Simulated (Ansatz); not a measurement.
Basis-set extrapolation for C$_{2}$H$_{4}$ClN (`C=C(N)Cl`) (PBE0-D4/def2-TZVP geometry, frozen core, Ansatz 0.2.0). Multiplicity 1, RHF reference.

```csv
,def2-TZVPP,def2-QZVPP
HF,-592.053968,-592.072951
MP2 correlation,-0.727035,-0.782853
CCSD(T) correlation,-0.794583,not run
```

Energies in hartree. Use E(X) = E(∞) + A·exp(−7.88·√X) for Hartree–Fock and E(X) = E(∞) + B·X^(−2.97) for correlation, with X = 3 and 4, and add CCSD(T) minus MP2 of the smaller set to the MP2 limit.

Task: What is the CCSD(T) energy at the basis-set limit?

Result: HF limit: -592.072951 + (-0.018983) × 0.13774 = -592.07557. MP2 limit: -0.782853 + (-0.055818) × 0.74074 = -0.82420. Higher-order term: -0.794583 − (-0.727035) = -0.06755. Total: -592.96732 hartree, 311.8 kJ/mol below CCSD(T)/def2-TZVPP.
